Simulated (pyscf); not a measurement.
A first-order saddle from PySCF, ωB97X-D3(BJ)/def2-SVP:

```xyz
9

C      0.1584     0.4024    -0.8388
Ga    -0.8981    -0.2701     0.6554
H      1.0271     0.9696    -0.4726
H     -0.4509     1.0699    -1.4693
H      0.5180    -0.4233    -1.4726
H     -1.1092     0.9993     1.8946
H     -2.0732    -1.2838     0.7579
F      0.3062    -0.5611     2.2498
H     -0.3798     0.3854     2.3165
```
Charge 0, spin multiplicity 1.

Surface: singlet, charge 0. Lowest wavenumbers (cm⁻¹): 1011i, 54, 149, 339, 498.

Q: Name the species on either side of this saddle.

A: H₃C–GaH₂ + hydrogen fluoride (HF) ⇌ H₃C–GaH–F + hydrogen (H₂), a four-centre exchange read from left to right: Ga–H, F–H broken and F–Ga, H–H formed. At ωB97M-D3(BJ)/def2-TZVP it lies +0.08 eV from the left side and +1.04 eV from the right (each side as separated species at their lowest minima found). On the reactant side the descent ends in an adduct with a F–Ga contact, 0.31 eV under the separated species and 0.35 eV under the saddle at ωB97X-D3(BJ)/def2-TZVP. What is counted as formed (F–Ga) is already present as a longer contact in the reactant adduct; forming that adduct is a step of its own. At the saddle there is also a short Ga–H contact that neither side keeps. One saddle was located; it need not be the lowest between these sides. Elements up to Kr have no core potential and no relativistic terms here.
